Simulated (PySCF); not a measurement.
Simulated Si 2p region for `C[SiH2]P`, binding energy against the vacuum level.

Every computed line was given a Gaussian of 0.4 eV full width at half maximum and an area set by the number of equivalent atoms (split 2:1 within a doublet); the highest printed point is 100. Computed, not measured: PySCF, delta-SCF UKS SCAN, pcX-2 on the ionised atom, pcseg-1 elsewhere, spin-free X2C.

binding energy (eV), intensity and a bar:
```
    106.0          0 
    106.1          2 #
    106.2         10 ###
    106.3         29 #########
    106.4         62 ###################
    106.5         94 ############################
    106.6        100 ##############################
    106.7         76 #######################
    106.8         44 #############
    106.9         27 ########
    107.0         31 #########
    107.1         45 #############
    107.2         51 ###############
    107.3         41 ############
    107.4         24 #######
    107.5         10 ###
    107.6          3 #
    107.7          1
```

**Question.** How many maxima does the curve show, and how many computed lines lie under it?

**Answer.** The curve has 2 maxima (at 106.6 and 107.2 eV). Under it lie 2 lines from 1 inequivalent silicon site, drawn as a 2p3/2, 2p1/2 pair.

**Question.** Decompose the envelope and assign each component. Numbering: `[CH3:1][SiH2:2][PH2:3]`.

**Answer.** 
```csv
position (eV),relative area,line,atoms,environment
106.57,0.67,Si 2p3/2,Si2,SiH2 silicon
107.19,0.33,Si 2p1/2,Si2,SiH2 silicon
```

**Question.** What are the centre and the root-mean-square width of the whole band?

**Answer.** The area-weighted mean of the lines is 106.78 eV. Their own spread about it is 0.29 eV (rms) and each Gaussian has σ = 0.4/2.355 = 0.17 eV; the variances add, which gives 0.34 eV.

No satellites, vibrations or lifetime broadening are included. Spin–orbit coupling isn't in the SCF: each 2p doublet comes from a relaxed spin-free hole plus a matrix of the shell (mean-field spin–orbit coupling and the ground-state 2p splitting), with 2p3/2 averaged over its two sublevels. 2p1/2 minus 2p3/2 (ligand field included): Si 0.62 eV. The structure is a single PBE0-D3(BJ)/def2-SVP conformer in the gas phase; no vibrational or solvent corrections.

Shape of the structure used: `[CH3:1][SiH2:2][PH2:3]`: H–P3–Si2–C1 -47°, H–P3–Si2–C1 47°.
